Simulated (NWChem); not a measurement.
System: C2H3F; SMILES C(=C)F

NWChem input:

```
start job
memory heap 200 mb stack 900 mb global 1100 mb
geometry units angstroms noautosym nocenter noautoz
  C     -0.236674     1.168760     0.000000
  C      0.424893     0.019725     0.000000
  F     -0.184020    -1.161365     0.000000
  H     -1.328429     1.191023     0.000000
  H      0.316275     2.108353     0.000000
  H      1.515840    -0.075106     0.000000
end
basis spherical
  C library def2-svp
  F library def2-svp
  H library def2-svp
end
dft
  xc xcamb88 1.00 lyp 0.81 vwn_5 0.19 hfexch 1.00
  cam 0.33 cam_alpha 0.19 cam_beta 0.46
  iterations 150
end
cosmo
  do_cosmo_vem 1
  solvent dmso
end
tddft
  nroots 3
  target 1
  notriplet
  algorithm 1
  civecs
  grad
    root 1
  end
end
task tddft gradient
```

Output (shortened):

```
             Northwest Computational Chemistry Package (NWChem) 7.3.0
             --------------------------------------------------------

                             Geometry "geometry" -> ""
                             -------------------------

 Output coordinates in angstroms (scale by  1.889725989 to convert to a.u.)

  No.       Tag          Charge          X              Y              Z
 ---- ---------------- ---------- -------------- -------------- --------------
    1 C                    6.0000    -0.23667400     1.16876000     0.00000000
    2 C                    6.0000     0.42489300     0.01972500     0.00000000
    3 F                    9.0000    -0.18402000    -1.16136500     0.00000000
    4 H                    1.0000    -1.32842900     1.19102300     0.00000000
    5 H                    1.0000     0.31627500     2.10835300     0.00000000
    6 H                    1.0000     1.51584000    -0.07510600     0.00000000

 Effective nuclear repulsion energy (a.u.)      67.6384134860

 tddft_input: filename not found; default name will be used

                                 NWChem DFT Module
                                 -----------------

 Summary of "ao basis" -> "ao basis" (spherical)
 ------------------------------------------------------------------------------
       Tag                 Description            Shells   Functions and Types
 ---------------- ------------------------------  ------  ---------------------
 C                          def2-svp                 6       14   3s2p1d
 F                          def2-svp                 6       14   3s2p1d
 H                          def2-svp                 3        5   2s1p

 in cosmo_initialize ...
 calling solv_data for solv:dmso

 solvent parameters
 solvname_short: dmso
 solvname_long:  dimethylsulfoxide
 dielec:       46.8260
 dielecinf:     2.0079
 nonaqueous SMD model solvent descriptors
 dielec:       46.8260
 sola:          0.0000
 solb:          0.8800
 solc:          0.0000
 solg:         61.7800
 solh:          0.0000
 soln:          1.4170

          ---------------
          -cosmo- solvent
          ---------------
 Cosmo: York-Karplus, doi: 10.1021/jp992097l
 dielectric constant -eps-     =  46.83
 screen = (eps-1)/(eps    )    =   0.97864
 surface charge correction     = lagrangian

   van der Waals surface
 --------------------------

 ---------- ATOMIC COORDINATES (A.U.) ------------ VDWR(ANG.) --
     1   -0.44724901    2.20863615    0.00000000     1.850
     2    0.80293134    0.03727485    0.00000000     1.850
     3   -0.34774738   -2.19466162    0.00000000     1.730
     4   -2.51036681    2.25070712    0.00000000     1.200
     5    0.59767309    3.98420946    0.00000000     1.200
     6    2.86452224   -0.14192976    0.00000000     1.200
 number of segments per atom =        128
 number of   points per atom =        128
 atom (   nspa,  nppa )
 ----------------------
    1 (     66,     0 )       0
    2 (     48,     0 )       0
    3 (     88,     0 )       0
    4 (     54,     0 )       0
    5 (     54,     0 )       0
    6 (     54,     0 )       0
 number of -cosmo- surface points =      364
 molecular surface =     73.163 angstrom**2
 molecular volume  =     54.096 angstrom**3
 -lineq- algorithm             =   0
 -bem- low  level              =   3
 -bem- from -octahedral-
 gaussian surface charge width =   4.50000
 degree of switching           =   1.00000
 switching function tolerance  =   0.00010
 atomic radii =
 --------------
    1  6.000  1.850
    2  6.000  1.850
    3  9.000  1.730
    4  1.000  1.200
    5  1.000  1.200
    6  1.000  1.200
 ...... end of -cosmo- initialization ......

 nat:                     6
 ixmem:                  2111
 calling mnsol_interface()
 G(SMD-CDS) energy (kcal/mol)  =     2.263
 SMD-CDS SASA (angstrom**2)    =    95.158

            General Information
            -------------------
          SCF calculation type: DFT
          Wavefunction type:  closed shell.
          No. of atoms     :     6
          No. of electrons :    24
           Alpha electrons :    12
            Beta electrons :    12
          Charge           :     0
          Spin multiplicity:     1
          Use of symmetry is: off; symmetry adaption is: off
          Maximum number of iterations: 150
          AO basis - number of functions:    57
                     number of shells:    27
          Convergence on energy requested:  1.00D-06
          Convergence on density requested:  1.00D-05
          Convergence on gradient requested:  5.00D-04

              XC Information
              --------------
                     Hartree-Fock (Exact) Exchange  1.000
                   CAM-Becke88 Exchange Functional  1.000
                      VWN V Correlation Functional  0.190 local
              Lee-Yang-Parr Correlation Functional  0.810

           Range-Separation Parameters
           ---------------------------
           Alpha           :  0.19
           Beta            :  0.46
           Gamma           :  0.33
           Short-Range HF  :     F

             Grid Information
             ----------------
          Grid used for XC integration:  medium
          Radial quadrature: Mura-Knowles
          Angular quadrature: Lebedev.
          Tag              B.-S. Rad. Rad. Pts. Rad. Cut. Ang. Pts.
          ---              ---------- --------- --------- ---------
          C                   0.70       49           8.0       434
          F                   0.50       49           9.0       434
          H                   0.35       45           9.0       434
          Grid pruning is: on
          Number of quadrature shells:   282
          Spatial weights used:  Erf1

      Superposition of Atomic Density Guess
      -------------------------------------

 Sum of atomic energies:        -176.03996945

      Non-variational initial energy
      ------------------------------

 Total energy =    -177.356868
 1-e energy   =    -375.001814
 2-e energy   =     130.006532
 HOMO         =      -0.305612
 LUMO         =       0.045304

[...]

                          COSMO-VEM solvation results
                          ---------------------------
 Reference for the VEM model:
 Marenich, A. V.; Cramer, C. J.; Truhlar, D. G.; Guido, C. A.; Mennucci, B.;
 Scalmani, G.; Frisch, M. J. Chem. Sci. 2011, 2, 2143

 excitation spectrum data:  GS = initial state, ES = final state
 iteration #1
 (1)          GS equilibrium total free energy =      -177.6213553297
 (2)               GS polarization free energy =        -0.0046373957 (   -0.1262 eV)
 (3)                 GSRF ES total free energy =      -177.3236869904
 (4)          GSRF ES polarization free energy =        -0.0029625575 (   -0.0806 eV)
 (5)          GSRF excitation energy (3) - (1) =         0.2976683393 (    8.1000 eV)
 (6)                cGSRF ES total free energy =      -177.3240936063
 (7)         cGSRF ES polarization free energy =        -0.0033691733 (   -0.0917 eV)
 (8)        fast polarization component of (7) =        -0.0019261656 (   -0.0524 eV)
 (9)                 1/2 * delV * delQdyn term =        -0.0004066159 (   -0.0111 eV)
 (10)        cGSRF excitation energy (6) - (1) =         0.2972617234 (    8.0889 eV)

[next cycle's SCF and response left out]

                          COSMO-VEM solvation results
                          ---------------------------
 Reference for the VEM model:
 Marenich, A. V.; Cramer, C. J.; Truhlar, D. G.; Guido, C. A.; Mennucci, B.;
 Scalmani, G.; Frisch, M. J. Chem. Sci. 2011, 2, 2143

 excitation spectrum data:  GS = initial state, ES = final state
 iteration #2
 (1)          GS equilibrium total free energy =      -177.6213553297
 (2)               GS polarization free energy =        -0.0046373957 (   -0.1262 eV)
 (3)                 GSRF ES total free energy =      -177.3236869904
 (4)          GSRF ES polarization free energy =        -0.0029619580 (   -0.0806 eV)
 (5)          GSRF excitation energy (3) - (1) =         0.2976683393 (    8.1000 eV)
 (6)                  VEM ES total free energy =      -177.3243321459
 (7)           VEM ES polarization free energy =        -0.0033687644 (   -0.0917 eV)
 (8)        fast polarization component of (7) =        -0.0019260487 (   -0.0524 eV)
 (9)                 1/2 * delV * delQdyn term =        -0.0004068064 (   -0.0111 eV)
 (10) VEM vertical excitation energy (6) - (1) =         0.2970231837 (    8.0824 eV)

[next cycle's SCF and response left out]

                          COSMO-VEM solvation results
                          ---------------------------
 Reference for the VEM model:
 Marenich, A. V.; Cramer, C. J.; Truhlar, D. G.; Guido, C. A.; Mennucci, B.;
 Scalmani, G.; Frisch, M. J. Chem. Sci. 2011, 2, 2143

 excitation spectrum data:  GS = initial state, ES = final state
 iteration #3
 (1)          GS equilibrium total free energy =      -177.6213553297
 (2)               GS polarization free energy =        -0.0046373957 (   -0.1262 eV)
 (3)                 GSRF ES total free energy =      -177.3236869904
 (4)          GSRF ES polarization free energy =        -0.0029619520 (   -0.0806 eV)
 (5)          GSRF excitation energy (3) - (1) =         0.2976683393 (    8.1000 eV)
 (6)                  VEM ES total free energy =      -177.3243321303
 (7)           VEM ES polarization free energy =        -0.0033687586 (   -0.0917 eV)
 (8)        fast polarization component of (7) =        -0.0019260459 (   -0.0524 eV)
 (9)                 1/2 * delV * delQdyn term =        -0.0004068066 (   -0.0111 eV)
 (10) VEM vertical excitation energy (6) - (1) =         0.2970231994 (    8.0824 eV)

 VEM vertical excitation energy converged
```

Level: CAM-B3LYP/def2-SVP, TDDFT with the vertical excitation model on SMD. Geometry: optimised at PBE0/def2-SVP. Solvent: dimethyl sulfoxide.
